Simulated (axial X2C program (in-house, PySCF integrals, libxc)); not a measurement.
What spin–orbit coupling does to BP

Calculated with an in-house all-electron X2C program for linear molecules (integrals from PySCF). Spin-free means the one-electron spin-free X2C Hamiltonian; two-component (2c) means X2C with spin–orbit coupling and atomic mean-field two-electron Coulomb and Gaunt terms, so the difference of the two also holds small scalar two-electron terms. Basis: P dyall-v3z [8s7p2d1f], B dyall-v3z [7s6p2d1f] (cores contracted in-house); Gaussian nuclei, density fitting, unrestricted open shells. Masses: P 30.974 u, B 11.009 u.

Spin-free state: M_S = 1, Λ = 1 (beyond evenly filled blocks: σα, π+α, π+β, π-α); fragments P + B.

| level | Re (Å) | ωe (cm⁻¹) | De (eV) | μ (D) |
| --- | --- | --- | --- | --- |
| PBE0 | 1.739 | 979.4 | 3.497 | 0.26 |
| r2SCAN0 | 1.734 | 997.7 | 3.296 | 0.39 |

Dipoles are positive if B is the positive end.

Two-component determinant lowest at the distance of the search:

Ω = 2 (⟨Sz⟩ = 1.00, ⟨Lz⟩ = 1.00 at PBE0); fragments P + B.

```
  level  Re (Å)  ωe (cm⁻¹)  De (eV)  μ (D)
   PBE0   1.739      979.2    3.508   0.26
r2SCAN0   1.734      997.6    3.307   0.39
```

Problem. From the two tables, how do the constants change at the PBE0 level (2c against spin-free)?

Solution. At the PBE0 level Re is unchanged within 0.001 Å and ωe stays the same within 0.2 cm⁻¹; De is not compared, since the atomic limits differ or miss part of their spin–orbit lowering.

The state is one determinant whose occupation by symmetry is held fixed; it was picked as the lowest of a PBE0 search that is not exhaustive. De is counted from the lowest determinant-based energies of the atoms at the same level, without counterpoise correction. Density functionals use the spin component along the axis (collinear). The 2c atoms are single determinants rather than J levels; their spin–orbit lowering is only partly caught, and De is too large by that part. This holds for PBE0, r2SCAN0. PBE0 can misorder states that lie within some tenths of an eV, so this need not be the ground state of the molecule. The nearest other spin-free determinant of the search, M_S = 0, Λ = 1, lies 0.13 eV up at the distance of the search. Without a current term, density functionals place determinants with orbital angular momentum somewhat too high. With several unpaired electrons one determinant need not be a pure state. Open-shell Ω = 0 determinants with evenly filled partner blocks cannot be reached by this program, so the Ω shown need not be the lowest component.
